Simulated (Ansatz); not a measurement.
# Relaxing SrGe₃Pt

The calculation used Ansatz, DFT r2SCAN, scalar-relativistic, plane waves, PAW. Cutoff 500 eV, Γ-centred k mesh, Gaussian smearing, no spin polarisation in the final step.

SrGe₃Pt was placed on the cubic perovskite structure type (Pm-3m, No. 221), with Pt in place of Ti, Ge in place of O, at a guessed volume.

```
CELL_PARAMETERS angstrom
4.64876 0.00000 0.00000
0.00000 4.64876 0.00000
0.00000 0.00000 4.64876
ATOMIC_POSITIONS crystal
Sr 0.00000 0.00000 0.00000
Ge 0.00000 0.50000 0.50000
Ge 0.50000 0.00000 0.50000
Ge 0.50000 0.50000 0.00000
Pt 0.50000 0.50000 0.50000
```

Cell and atoms relax at zero pressure; the relaxation can't lower the symmetry of the start. After a coarse first stage the cell is made exact in the group found at 0.06 Å.

Energies over the elements count from the elements' standard structures at the same level, with no empirical corrections.

What does it relax into?

It keeps Pm-3m (No. 221). The result still has the cubic perovskite structure. Conventional cell: a = 4.978 Å. Sr has 12 Ge at 3.52 Å; Ge is coordinated by 2 Pt at 2.49 Å; Pt has 6 Ge at 2.49 Å.

```xyz
5
Lattice="4.9783 0.0000 0.0000 0.0000 4.9783 0.0000 0.0000 0.0000 4.9783" Properties=species:S:1:pos:R:3 pbc="T T T"
Sr    0.0000    0.0000    0.0000
Ge    0.0000    2.4892    2.4892
Ge    2.4892    0.0000    2.4892
Ge    2.4892    2.4892    0.0000
Pt    2.4892    2.4892    2.4892
```

What are its volume, energy, density and gap?

The volume per atom is 24.68 Å³ and the density is 6.74 g/cm³. The energy over the elements is 0.02 eV/atom and the gap on the 8×8×8 mesh is 0 eV (a metal).

The final run used a 8×8×8 mesh on its 5-atom cell and 0.10 eV smearing. The k mesh leaves about 4 meV/atom of noise in metals. Spin–orbit coupling is left out. A structure relaxed within its symmetry needn't be a true minimum.

Cost: 3 runs of about 1.6 core-minutes in all, on Oxide Virtual Turin-like Processor (Zen 5) (shared hosts).